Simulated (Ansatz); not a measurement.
Correlation energies of C6H10 (`CC1C=CCC1`) by basis set

Cartesian coordinates in Å:
```
C -0.525 -0.463 -1.729
C 0.494 -0.456 -0.593
C 0.941 0.943 -0.266
C 0.436 1.380 0.881
C -0.415 0.340 1.549
C -0.088 -0.934 0.753
H -0.108 -0.027 -2.640
H -1.410 0.120 -1.457
H -0.846 -1.482 -1.961
H 1.341 -1.083 -0.891
H 1.554 1.532 -0.940
H 0.577 2.377 1.284
H -0.195 0.232 2.615
H -1.476 0.613 1.483
H 0.672 -1.506 1.291
H -0.953 -1.587 0.621
```

Total charge 0; spin multiplicity 1. The geometry is a stationary point of PBE0-D4/def2-TZVP. Frozen core, restricted reference, Ansatz 0.2.0. CBS rows extrapolate triple and quadruple zeta; past MP2 they add the triple-zeta difference.

```tsv
basis	HF (Eh)	MP2 corr.
def2-SVP	-232.84504	-0.82985
def2-TZVPP	-233.09771	-1.00808
def2-QZVPP	-233.10820	-1.07053
```

(1) Estimate the CCSD correlation energy and the (T) correction in each basis where they were run (hartree).

Answers

(1) 
```tsv
basis	CCSD corr.	(T)
def2-SVP	-0.89632	-0.03100
def2-TZVPP	-1.05999	-0.04662
CBS(def2)	-1.16870	as TZ
```
